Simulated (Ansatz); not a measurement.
## SiHClO (SMILES O[Si]Cl): methods side by side

SiHClO: 4 atoms, total charge 0, spin state singlet. SMILES: `O[Si]Cl`. Geometry: relaxed at PBE0-D4/def2-TZVP.

```xyz
4

O    -0.9118    0.4502   -0.3087
Si   -0.4342   -0.7897    0.6470
Cl    1.6623   -0.7010    0.4214
H    -0.2608    0.9804   -0.7800
```

Quantity: the energy change with the O1–Si2 bond stretched from 1.637 to 4.092 Å, in eV. The values are calculated.

```tsv
level	kind	program	value (eV)
HF/STO-3G (restricted)	Hartree–Fock	Ansatz	10.22
SVWN5/STO-3G (restricted)	LDA	Ansatz	7.15
r2SCAN/STO-3G (restricted)	meta-GGA	Ansatz	7.06
CAM-B3LYP/STO-3G (restricted)	range-separated hybrid	Ansatz	8.51
RPA@PBE/STO-3G (restricted)	RPA	Ansatz	4.08
BCCD(T)/STO-3G (restricted)	coupled cluster or CI	Ansatz	?
CCSDT(Q)/STO-3G (restricted)	coupled cluster or CI	Ansatz	?
CCSDT/STO-3G (restricted)	coupled cluster or CI	Ansatz	4.68
FCI/STO-3G	exact in the basis	Ansatz	4.66
```

Task: Estimate the missing values from the other rows.

Result: As computed at these levels: BCCD(T)/STO-3G (restricted): 4.62 eV; CCSDT(Q)/STO-3G (restricted): 4.72 eV. Spin-restricted single references rise too steeply as a bond breaks, Hartree–Fock most of all. The first shape isn't each level's own minimum. The values span 4.08 to 10.22 eV. All rows use very small basis sets, so even the best lies far from the true value.
